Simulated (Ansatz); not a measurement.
# Rhombohedral A7 Bi: polycrystal shear modulus by level of theory

No measured value is used here.

### Question
Put these levels in order of the polycrystal shear modulus that they give for rhombohedral A7 Bi, smallest first: PBE (Ansatz, a first-principles code), PBE+SOC (Ansatz), PBEsol (Ansatz), PBEsol+SOC (Ansatz), r²SCAN (Ansatz).

### Answer
PBE+SOC (6.10 GPa), PBEsol+SOC (10.0 GPa), PBE (11.1 GPa), PBEsol (13.7 GPa), r²SCAN (15.2 GPa)

Unless a cell is named, each level is at its own relaxed cell (PBE 36.92, PBE+SOC 38.34, PBEsol 34.43, PBEsol+SOC 35.51 Å³/atom).

Density-functional levels without +SOC have no spin–orbit coupling. PBE, PBEsol, PBEsol+SOC, PBE+SOC: the cell comes from a level without a dispersion term, which matters for the spacing of layers, chains or molecules. Values are at the level's own equilibrium cell; r²SCAN at the measured cell. Cutoffs differ between the levels. Ansatz's density-functional and Hartree–Fock values are scalar-relativistic unless marked +SOC, with PAW data made under PBE.
